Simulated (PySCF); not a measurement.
**Calculated properties of `C=C[C@@H](C)O` (3-buten-2-ol)**

Compound: 3-buten-2-ol, C4H8O.
Numbering: `[CH2:1]=[CH:2][C@@H:3]([CH3:4])[OH:5]` (hydrogens: H6, H7 on C1; H8 on C2; H9 on C3; H10, H11, H12 on C4; H13 on O5)

Some functional groups and rings: C=C double bond and alcohol.

PBE0-D3(BJ)/def2-SVP geometry optimisation, gas phase (PySCF):

- Point group: C1
- Rotational constants A, B, C: 8.259, 3.990, 2.976 GHz

CAM-B3LYP/def2-SVPD ground state and vertical TDDFT (core frozen in the response) (PySCF):

- Dipole moment: 1.62 D
- HOMO energy: -8.93 eV
- LUMO energy: 1.09 eV
- HOMO–LUMO gap: 10.02 eV
- Lowest singlet excitation: 7.14 eV (174 nm, f = 0.138)
- Strongest line among the 6 lowest singlet transitions: S4 at 7.62 eV (163 nm, f = 0.167)
- Static isotropic polarisability: 55.7 au
- Electronic spatial extent ⟨r²⟩ about the centre of nuclear charge: 464 bohr²

Monoisotopic mass from the formula: 72.0575 u.

No computed singlet falls in the visible range (750 to 380 nm, 1.65 to 3.26 eV); S1 lies 3.88 eV above its blue end. The largest Löwdin shares of the HOMO are 0.36 on C1, 0.32 on C2, 0.08 on C3 and 0.05 on C4. The rotational constants make it an asymmetric top with κ = (2B − A − C)/(A − C) = -0.62, nearer the prolate limit (−1). A dipole of 1.62 D is allowed in C1, and pure rotational transitions are dipole-allowed.

Shape of the structure used: `[CH2:1]=[CH:2][C@@H:3]([CH3:4])[OH:5]`: C1–C2–C3–C4 -133°, H–O5–C3–C2 -63°.

One conformer stands for the species.
